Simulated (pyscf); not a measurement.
## Four-centre exchange: O=V(OH)(OH)–OH (SMILES [O]=[V]([OH])([OH])[OH]) + HBr (SMILES Br) → O=V(OH)(OH)–Br (SMILES [O]=[V]([OH])([OH])[Br]) + H₂O (SMILES O)

Gas phase, singlet surface, charge 0. Bonds broken: V1–O2, Br9–H10. Bonds formed: V1–Br9, O2–H10. Structures and frequencies: ωB97X-D3(BJ)/def2-SVP in PySCF.

Transition state (Å):

```xyz
10

V     -0.8375    -0.2661    -0.3524
O     -0.9131     0.2673     1.4739
O     -1.0795    -1.7657    -0.1384
O      0.6973    -0.2033    -1.1599
O     -2.1491     0.2537    -1.3595
H     -0.7417    -0.2652     2.2612
H      1.1853    -1.0123    -1.3660
H     -2.8450    -0.3603    -1.6310
Br    -0.3457     2.6316     0.1747
H     -0.6236     1.4153     1.3074
```

One imaginary mode, 709i cm⁻¹; descent along it reached the two sides named, in the forms told below.

```
bond     change  reactant side (Å)  saddle  product side
-------  ------  -----------------  ------  ------------
V1–O2    breaks              1.776   1.904           3.3
Br9–H10  breaks              1.435   1.685           3.3
V1–Br9    forms                4.6     3.0         2.337
O2–H10    forms              1.883   1.196         0.968
```

Electronic energies relative to the separated reactants (kcal/mol):

```tsv
level	barrier	reaction energy	reverse barrier
ωB97X-D3(BJ)/def2-TZVP	6.2	-9.4	15.6
PBE/def2-TZVP	6.6	-6.0	12.7
r²SCAN/def2-TZVP	5.6	-6.2	11.8
B3LYP-D3(BJ)/def2-TZVP	7.8	-6.3	14.1
PBE0-D3(BJ)/def2-TZVP	6.0	-7.3	13.3
M06-2X/def2-TZVP	5.8	-7.0	12.8
ωB97M-D3(BJ)/def2-TZVP	9.1	-5.4	14.6
HF/def2-TZVP	21.8	-4.5	26.4
```

With ωB97M-D3(BJ)/def2-TZVP energies and thermal terms (ideal gas, 1 atm, RRHO with modes under 100 cm⁻¹ raised to 100, one conformer, R ln 2 for chiral ones without a mode under 150 cm⁻¹), in kcal/mol:

```
T (K)  ΔH‡   ΔG‡    ΔH    ΔG
-----  ---  ----  ----  ----
298    8.7  18.4  -3.3  -4.3
600    8.7  28.3  -3.7  -5.2
900    9.0  38.0  -4.2  -5.8
1200   9.4  47.7  -4.7  -6.3
```

On the reactant side the descent ends in a complex, 4.4 kcal/mol under the separated species and 10.6 kcal/mol under the saddle at ωB97X-D3(BJ)/def2-TZVP. On the product side the descent ends in a bound adduct (not fully relaxed), 8.9 kcal/mol under the separated species and 24.5 kcal/mol under the saddle at ωB97X-D3(BJ)/def2-TZVP. One saddle was located; it need not be the lowest between these sides. Elements up to Kr have no core potential and no relativistic terms here.
